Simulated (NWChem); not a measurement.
Correlation energy of silicon monoxide (OSi)

```xyz
2

Si     0.0000     0.0000     0.5539
O      0.0000     0.0000    -0.9694
```
Charge 0, spin multiplicity 1.

The numbers come from NWChem runs, not from measurements. The geometry was optimised at PBE0/def2-SVP, a minimum by its harmonic frequencies.

Basis set: def2-SVP. Each correlation energy counts from its own Hartree-Fock reference.

The correlated methods keep 6 core orbitals frozen. No row is a measurement; the coupled-cluster row has its own basis-set and correlation limits.

**Question.** For the correlation energy, MP2 gives -273.1 mHa and SCS-MP2 gives -265.5 mHa. What do CR-CCSD[T], CR-CCSD(T), CCSD give?

**Answer.** CR-CCSD[T]: -290.0 mHa; CR-CCSD(T): -287.8 mHa; CCSD: -278.5 mHa.
